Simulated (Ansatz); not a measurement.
**Diamond-structure Ge**

These are LC-ωPBE (plane waves, PAW; Ansatz, a first-principles code) values and carry that method's errors.

Numerical settings: plane-wave cutoff 460 eV, 8×8×8 k mesh, Fermi–Dirac smearing 0.01 eV, scalar-relativistic PAW data made under PBE.

Cell (relaxed at this level):

```cif
data_Ge8
_chemical_formula_sum 'Ge8'
_space_group_name_H-M_alt 'Fd-3m :1'
_space_group_IT_number 227
_space_group_name_Hall 'F 4d 2 3 -1d'
_cell_length_a 5.56611
_cell_length_b 5.56611
_cell_length_c 5.56611
_cell_angle_alpha 90.000
_cell_angle_beta 90.000
_cell_angle_gamma 90.000
loop_
_atom_site_label
_atom_site_type_symbol
_atom_site_symmetry_multiplicity
_atom_site_Wyckoff_symbol
_atom_site_fract_x
_atom_site_fract_y
_atom_site_fract_z
_atom_site_occupancy
Ge1 Ge 8 b 0.50000 0.50000 0.50000 1
```
(The calculation used a cell of 2 atoms; values per cell refer to that cell.)

```yaml
bulk_modulus: 97.5 GPa
band_gap: 4.92 eV (on the SCF k mesh) (indirect)
smallest_direct_gap_on_the_k_points_sampled: 5.60 eV
width_of_the_whole_s_p_valence_band: 16.96 eV
pressure derivative B′ of the bulk modulus: 4.3
```

Measured, for comparison: bulk modulus 77.3 GPa (low-temperature value with the zero-point effect removed, our sources range from 77.3 to 79.4; as tabulated in Tanner et al. (2021), arXiv:2110.11888). Computed (rounded) less measured: bulk modulus +26 % (+23 % to +26 % over the range).

Spin–orbit coupling is not included.

Static lattice: no zero-point or thermal effects.

Computing time: very roughly 26 core-minutes.
